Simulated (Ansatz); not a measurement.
C4H7Cl can be A, `C/C=C/CCl`, or B, `CC/C=C\Cl`.

Computed with Ansatz on PBE0-D4/def2-TZVP structures; ΔE is electronic, products minus reactants. CBS: MP2 limit from def2 TZ/QZ plus the TZ coupled-cluster correction, frozen cores. Double bonds are as drawn, so ΔE can hold a change between cis and trans. Functionals use def2-TZVPP. One conformer a species, not always the lowest.

Task: Which is lower in electronic energy at CCSD(T)/CBS, and by how much? (Best estimate.)

Result: Ansatz gave: A, by 1.0 kcal/mol.

Task: Give E(B) − E(A) in kcal/mol with BLYP-D4, PBE-D4, LDA (SPW92), B2PLYP, CCSD/def2-TZVPP, CCSD(T)/def2-TZVPP, r2SCAN-D4. (Best estimate.)

Result: The calculation gave: BLYP-D4 1.0, PBE-D4 0.4, LDA (SPW92) -0.3, B2PLYP 1.2, CCSD/def2-TZVPP 1.1, CCSD(T)/def2-TZVPP 0.8, r2SCAN-D4 0.6. The order is the other way round with LDA (SPW92).

Task: Does the order hold for the free energy at 298.15 K (harmonic terms from PBE0-D4)? (Best estimate.)

Result: Computed: Yes: G(B) − G(A) = +0.9 kcal/mol, for one conformer each. Modes under 60 cm⁻¹, often nearly free rotors, make the harmonic entropy too high.

Largest T1 diagnostic: 0.010.

Leaving LDA and LC-ωPBE aside and taking each functional with its dispersion term where it has one, the values, not all of them listed here, spread over 1.1 kcal/mol, from PBE-D4 to BHLYP-D4. LDA lies −0.9 kcal/mol from PBE without D4. In def2-TZVPP, CCSD(T) changes the Hartree–Fock value by −2.0 kcal/mol (the triples alone add −0.3 kcal/mol) and MP2 by −2.4 kcal/mol.
